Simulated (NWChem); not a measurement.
System: chlorine (Cl₂); SMILES ClCl

NWChem printed, in part:

```
             Northwest Computational Chemistry Package (NWChem) 7.3.0
             --------------------------------------------------------

 ORDER OF PRIMARY AXIS IS BEING SET TO 4
 D4H symmetry detected

                             Geometry "geometry" -> ""
                             -------------------------

 Output coordinates in angstroms (scale by  1.889725989 to convert to a.u.)

  No.       Tag          Charge          X              Y              Z
 ---- ---------------- ---------- -------------- -------------- --------------
    1 Cl                  17.0000     0.00000000     0.00000000     1.02152500
    2 Cl                  17.0000     0.00000000     0.00000000    -1.02152500

 Effective nuclear repulsion energy (a.u.)      74.8548615848

      Symmetry information
      --------------------

 Group name             D4h
 Group number             28
 Group order              16
 No. of unique centers     1

                                 NWChem DFT Module
                                 -----------------

 Summary of "ao basis" -> "ao basis" (spherical)
 ------------------------------------------------------------------------------
       Tag                 Description            Shells   Functions and Types
 ---------------- ------------------------------  ------  ---------------------
 Cl                        def2-svpd                11       27   5s4p2d

      Symmetry analysis of basis
      --------------------------

        a1g        11
        a1u         0
        a2g         0
        a2u        11
        b1g         2
        b1u         2
        b2g         2
        b2u         2
        eg         12
        eu         12

            General Information
            -------------------
          SCF calculation type: DFT
          Wavefunction type:  closed shell.
          No. of atoms     :     2
          No. of electrons :    34
           Alpha electrons :    17
            Beta electrons :    17
          Charge           :     0
          Spin multiplicity:     1
          Use of symmetry is: on ; symmetry adaption is: on
          Maximum number of iterations: 200
          AO basis - number of functions:    54
                     number of shells:    22
          Convergence on energy requested:  1.00D-06
          Convergence on density requested:  1.00D-05
          Convergence on gradient requested:  5.00D-04

              XC Information
              --------------
                         PBE0 Method XC Functional
                     Hartree-Fock (Exact) Exchange  0.250
          PerdewBurkeErnzerhof Exchange Functional  0.750
            Perdew 1991 LDA Correlation Functional  1.000 local
           PerdewBurkeErnz. Correlation Functional  1.000 non-local

             Grid Information
             ----------------
          Grid used for XC integration:  medium
          Radial quadrature: Mura-Knowles
          Angular quadrature: Lebedev.
          Tag              B.-S. Rad. Rad. Pts. Rad. Cut. Ang. Pts.
          ---              ---------- --------- --------- ---------
          Cl                  1.00       88          11.0       590
          Grid pruning is: on
          Number of quadrature shells:    88
          Spatial weights used:  Erf1

      Superposition of Atomic Density Guess
      -------------------------------------

 Sum of atomic energies:        -918.65918835

      Non-variational initial energy
      ------------------------------

 Total energy =    -918.747665
 1-e energy   =   -1418.649895
 2-e energy   =     425.047369
 HOMO         =      -0.359110
 LUMO         =      -0.134721

      Symmetry analysis of molecular orbitals - initial
      -------------------------------------------------

 !! scf_movecs_sym_adapt:    8 vectors were symmetry contaminated

  Symmetry fudging

 !! scf_movecs_sym_adapt:    8 vectors were symmetry contaminated

  Numbering of irreducible representations:

     1 a1g         2 a1u         3 a2g         4 a2u         5 b1g
     6 b1u         7 b2g         8 b2u         9 eg         10 eu

  Orbital symmetries:

     1 a2u         2 a1g         3 a1g         4 a2u         5 a1g
     6 a2u         7 eu          8 eu          9 eg         10 eg
    11 a1g        12 a2u        13 a1g        14 eu         15 eu
    16 eg         17 eg         18 a2u        19 a2u        20 a1g
    21 eu         22 eu         23 a1g        24 eg         25 eg
    26 a2u        27 b1g

   convergence    iter        energy       DeltaE   RMS-Dens  Diis-err
 ---------------- ----- ----------------- --------- --------- ---------
 d= 0,ls=0.0,diis     1   -919.7527383719 -9.95D+02  8.49D-03  2.45D-01
 d= 0,ls=0.0,diis     2   -919.7626821617 -9.94D-03  4.81D-03  8.78D-02
 d= 0,ls=0.0,diis     3   -919.7738426313 -1.12D-02  1.04D-03  6.53D-03
 d= 0,ls=0.0,diis     4   -919.7747313156 -8.89D-04  1.25D-04  4.78D-05
 d= 0,ls=0.0,diis     5   -919.7747371202 -5.80D-06  5.89D-06  6.73D-08
 d= 0,ls=0.0,diis     6   -919.7747371363 -1.60D-08  4.24D-07  3.43D-10

         Total DFT energy =     -919.774737136256
      One electron energy =    -1418.316777344472
           Coulomb energy =      479.797167970927
    Exchange-Corr. energy =      -56.109989347553
 Nuclear repulsion energy =       74.854861584843

 Numeric. integr. density =       34.000000288398

                  Occupations of the irreducible representations
                  ----------------------------------------------

                     irrep           alpha         beta
                     --------     --------     --------
                     a1g               5.0          5.0
                     a1u               0.0          0.0
                     a2g               0.0          0.0
                     a2u               4.0          4.0
                     b1g               0.0          0.0
                     b1u               0.0          0.0
                     b2g               0.0          0.0
                     b2u               0.0          0.0
                     eg                4.0          4.0
                     eu                4.0          4.0

                       DFT Final Molecular Orbital Analysis
                       ------------------------------------

 Vector   15  Occ=2.000000D+00  E=-4.268323D-01  Symmetry=eu
              MO Center=  8.1D-16,  1.8D-17, -9.9D-15, r^2= 2.0D+00
   Bfn.  Coefficient  Atom+Function         Bfn.  Coefficient  Atom+Function
  ----- ------------  ---------------      ----- ------------  ---------------
    12      0.349279  1 Cl px                39      0.349279  2 Cl px
     9      0.289580  1 Cl px                36      0.289580  2 Cl px
    13     -0.204314  1 Cl py                40     -0.204314  2 Cl py
    10     -0.169392  1 Cl py                37     -0.169392  2 Cl py
     6      0.166112  1 Cl px                33      0.166112  2 Cl px

 Vector   16  Occ=2.000000D+00  E=-3.307959D-01  Symmetry=eg
              MO Center= -4.2D-14, -7.0D-14, -2.6D-14, r^2= 2.3D+00
   Bfn.  Coefficient  Atom+Function         Bfn.  Coefficient  Atom+Function
  ----- ------------  ---------------      ----- ------------  ---------------
    13      0.382872  1 Cl py                40     -0.382872  2 Cl py
    10      0.304654  1 Cl py                37     -0.304654  2 Cl py
    12      0.269291  1 Cl px                39     -0.269291  2 Cl px
     9      0.214277  1 Cl px                36     -0.214277  2 Cl px
     7      0.170906  1 Cl py                34     -0.170906  2 Cl py

 Vector   17  Occ=2.000000D+00  E=-3.307959D-01  Symmetry=eg
              MO Center= -3.3D-16, -3.4D-16,  1.2D-14, r^2= 2.3D+00
   Bfn.  Coefficient  Atom+Function         Bfn.  Coefficient  Atom+Function
  ----- ------------  ---------------      ----- ------------  ---------------
    12      0.382872  1 Cl px                39     -0.382872  2 Cl px
     9      0.304654  1 Cl px                36     -0.304654  2 Cl px
    13     -0.269291  1 Cl py                40      0.269291  2 Cl py
    10     -0.214277  1 Cl py                37      0.214277  2 Cl py
     6      0.170906  1 Cl px                33     -0.170906  2 Cl px

 Vector   18  Occ=0.000000D+00  E=-1.425472D-01  Symmetry=a2u
              MO Center=  4.5D-14,  6.4D-14, -6.2D-16, r^2= 2.9D+00
   Bfn.  Coefficient  Atom+Function         Bfn.  Coefficient  Atom+Function
  ----- ------------  ---------------      ----- ------------  ---------------
    14      0.578591  1 Cl pz                41      0.578591  2 Cl pz
    11      0.375199  1 Cl pz                38      0.375199  2 Cl pz
     8      0.206988  1 Cl pz                35      0.206988  2 Cl pz
     4     -0.202924  1 Cl s                 31      0.202924  2 Cl s
     3     -0.199164  1 Cl s                 30      0.199164  2 Cl s

 Vector   19  Occ=0.000000D+00  E= 4.041000D-02  Symmetry=a1g
              MO Center=  1.1D-15, -2.6D-16, -2.4D-17, r^2= 7.7D+00
   Bfn.  Coefficient  Atom+Function         Bfn.  Coefficient  Atom+Function
  ----- ------------  ---------------      ----- ------------  ---------------
     5      0.932837  1 Cl s                 32      0.932837  2 Cl s
     4     -0.601033  1 Cl s                 31     -0.601033  2 Cl s
    17      0.176022  1 Cl pz                44     -0.176022  2 Cl pz
     3     -0.146838  1 Cl s                 30     -0.146838  2 Cl s
     2      0.120404  1 Cl s                 29      0.120404  2 Cl s

 Vector   20  Occ=0.000000D+00  E= 6.260918D-02  Symmetry=a2u
              MO Center=  1.6D-17,  1.9D-17,  7.2D-16, r^2= 1.4D+01
   Bfn.  Coefficient  Atom+Function         Bfn.  Coefficient  Atom+Function
  ----- ------------  ---------------      ----- ------------  ---------------
     5      3.026797  1 Cl s                 32     -3.026797  2 Cl s
    17     -2.151182  1 Cl pz                44     -2.151182  2 Cl pz
    25      0.232516  1 Cl d  0              52     -0.232516  2 Cl d  0
    11      0.160145  1 Cl pz                38      0.160145  2 Cl pz
     4      0.118341  1 Cl s                 31     -0.118341  2 Cl s

     Multipole analysis of the density
     ---------------------------------

     L   x y z        total         alpha         beta         nuclear
     -   - - -        -----         -----         ----         -------
     0   0 0 0     -0.000000    -17.000000    -17.000000     34.000000

     1   1 0 0     -0.000000     -0.000000     -0.000000      0.000000
     1   0 1 0     -0.000000     -0.000000     -0.000000      0.000000
     1   0 0 1     -0.000000     -0.000000     -0.000000      0.000000

     2   2 0 0    -19.190037     -9.595019     -9.595019      0.000000
     2   1 1 0      0.000000      0.000000      0.000000      0.000000
     2   1 0 1     -0.000000     -0.000000     -0.000000      0.000000
     2   0 2 0    -19.190037     -9.595019     -9.595019      0.000000
     2   0 1 1     -0.000000     -0.000000     -0.000000      0.000000
     2   0 0 2    -16.255697    -71.477553    -71.477553    126.699409

            General Information
            -------------------
          SCF calculation type: DFT
          Wavefunction type:  closed shell.
          No. of atoms     :     2
          No. of electrons :    34
           Alpha electrons :    17
            Beta electrons :    17
          Charge           :     0
          Spin multiplicity:     1
          Use of symmetry is: on ; symmetry adaption is: on
          Maximum number of iterations: 200
          AO basis - number of functions:    54
                     number of shells:    22
          Convergence on energy requested:  1.00D-06
          Convergence on density requested:  1.00D-05
          Convergence on gradient requested:  5.00D-04

              XC Information
              --------------
                         PBE0 Method XC Functional
                     Hartree-Fock (Exact) Exchange  0.250
          PerdewBurkeErnzerhof Exchange Functional  0.750
            Perdew 1991 LDA Correlation Functional  1.000 local
           PerdewBurkeErnz. Correlation Functional  1.000 non-local

             Grid Information
             ----------------
          Grid used for XC integration:  medium
          Radial quadrature: Mura-Knowles
          Angular quadrature: Lebedev.
          Tag              B.-S. Rad. Rad. Pts. Rad. Cut. Ang. Pts.
          ---              ---------- --------- --------- ---------
          Cl                  1.00       88          11.0       590
          Grid pruning is: on
          Number of quadrature shells:    88
          Spatial weights used:  Erf1

          Convergence Information
          -----------------------
          Convergence aids based upon iterative change in
          total energy or number of iterations.
          Levelshifting, if invoked, occurs when the
          HOMO/LUMO gap drops below (HL_TOL):  1.00D-02
          DIIS, if invoked, will attempt to extrapolate
          using up to (NFOCK): 10 stored Fock matrices.

                    Damping( 0%)  Levelshifting(0.5)       DIIS
                  --------------- ------------------- ---------------
          dE  on:    start            ASAP                start
          dE off:    2 iters        200 iters           200 iters

                            NWChem DFT Gradient Module
                            --------------------------

  charge          =   0.00
  wavefunction    = closed shell

  Using symmetry

                         DFT ENERGY GRADIENTS

    atom               coordinates                        gradient
                 x          y          z           x          y          z
   1 Cl      0.000000   0.000000   1.930402    0.000000   0.000000   0.004698
   2 Cl      0.000000   0.000000  -1.930402    0.000000   0.000000  -0.004698
```

Level: PBE0/def2-SVPD. All runs use the structure optimised with B3LYP/6-31G* (spherical d).

Question: Reconstruct the input file.

Answer: Several could match; the one computed here: the input that was run:
```
start job
memory heap 200 mb stack 900 mb global 1100 mb
geometry units angstroms noautoz
  Cl     0.000000     0.000000     1.021525
  Cl     0.000000     0.000000    -1.021525
end
basis spherical
  * library def2-svpd
end
dft
  xc pbe0
  iterations 200
end
task dft gradient
```
